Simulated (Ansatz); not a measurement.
Structure relaxation of Hf3C2

Level of theory: DFT PBE, scalar-relativistic, plane waves, PAW in Ansatz 0.2.0. Cutoff 420 eV, Γ-centred k mesh, Gaussian smearing, no spin polarisation in the final step.

Hf3C2 was placed on the anti-A-type sesquioxide structure type (P-3m1, No. 164), with C in place of La, Hf in place of O, at a guessed volume.

```
Hf C
1.0
     3.76994    0.00000    0.00000
    -1.88497    3.26486    0.00000
     0.00000    0.00000    5.86541
Hf C
3 2
Cartesian
  0.0000 0.0000 0.0000
  0.0000 2.1766 3.7832
  1.8850 1.0883 2.0822
  0.0000 2.1766 1.4370
  1.8850 1.0883 4.4284
```

Cell and atoms relax at zero pressure; the relaxation can't lower the symmetry of the start. After a coarse first stage the cell is made exact in the group found at 0.06 Å.

The zero of energy is the elements' standard structures at the same level; no fitted shifts are applied.

**Question.** Describe the relaxed structure.

**Answer.** It keeps P-3m1 (No. 164), but not the shape of the type it started on. Conventional cell: a = 3.305 Å, c = 7.933 Å. Hf on Wyckoff site a (1 atom of the primitive cell) has 6 C at 2.35 Å; around Hf on Wyckoff site d (2 atoms of the primitive cell) lie 3 C at 2.24 Å; C has 6 Hf at 2.24–2.35 Å.

```
Hf C
1.0
     3.30451    0.00000    0.00000
    -1.65226    2.86179    0.00000
     0.00000    0.00000    7.93277
Hf C
3 2
Direct
  0.00000 0.00000 0.00000
  0.33333 0.66667 0.67826
  0.66667 0.33333 0.32174
  0.33333 0.66667 0.17390
  0.66667 0.33333 0.82610
```

**Question.** What are its volume, energy, density and gap?

**Answer.** The volume per atom is 15.00 Å³. The density is 12.38 g/cm³. The energy over the elements is -0.76 eV/atom and the gap on the 12×12×6 mesh is 0 eV (a metal).

The final run used a 12×12×6 mesh on its 5-atom cell and 0.10 eV smearing. For metals, differences of a few meV/atom aren't resolved. Spin–orbit coupling is left out. Symmetry constrained the relaxation, so the result can be a saddle point.

Cost: 3 runs of about 5.5 core-minutes in all, on Arm Neoverse V1 (shared hosts).